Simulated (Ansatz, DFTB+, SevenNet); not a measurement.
**hcp Be: properties by level of theory**

Reference values: lattice constant a 2.286 Å (measured, 293 K, no zero-point or thermal correction, our sources range from 2.286 to 2.290; as tabulated in Wikipedia's data pages); lattice parameter c 3.584 Å (measured, 293 K, no zero-point or thermal correction; as tabulated in Wikipedia's data pages).

| level (code) | lattice constant a (Å) | c axis length (Å) |
|---|---|---|
| GFN1-xTB as cut by DFTB+ | 2.547 | 3.790 |
| SevenNet-0 | 2.253 | 3.615 |
| revPBE (Ansatz) | 2.282 | 3.586 |
| RPBE (Ansatz) | 2.285 | 3.591 |
| LC-ωPBE (Ansatz) | 2.243 | 3.547 |
| r²SCAN0 (Ansatz) | 2.255 | 3.574 |

Differences from the reference values (errors of the level alone only where the reference is corrected to a static lattice):

| level | lattice constant a (%) | lattice parameter c (%) |
|---|---|---|
| GFN1-xTB as cut by DFTB+ | +11.4 | +5.75 |
| SevenNet-0 | -1.44 | +0.86 |
| revPBE | -0.17 | +0.06 |
| RPBE | -0.04 | +0.20 |
| LC-ωPBE | -1.88 | -1.03 |
| r²SCAN0 | -1.36 | -0.28 |

Nearest: lattice constant a, not ranked (reference at room or unstated temperature); lattice parameter c, not ranked (reference at room or unstated temperature).

Machine-learned potentials (SevenNet-0) are trained on DFT data: a solid inside that data is no test of them.

Caveats: codes differ in how they cut the long-range tail of xTB's charge interaction in a crystal, so the value belongs to this code (GFN1-xTB as cut by DFTB+); the cell moved over 20 % in volume from its start (GFN1-xTB as cut by DFTB+); the method was fitted mainly to molecules (GFN1-xTB as cut by DFTB+). Ansatz's density-functional and Hartree–Fock values are scalar-relativistic unless marked +SOC, with PAW data made under PBE.

Differences are worked out from the printed values.

Computed values are for the static lattice.

Ansatz is an electronic-structure program.
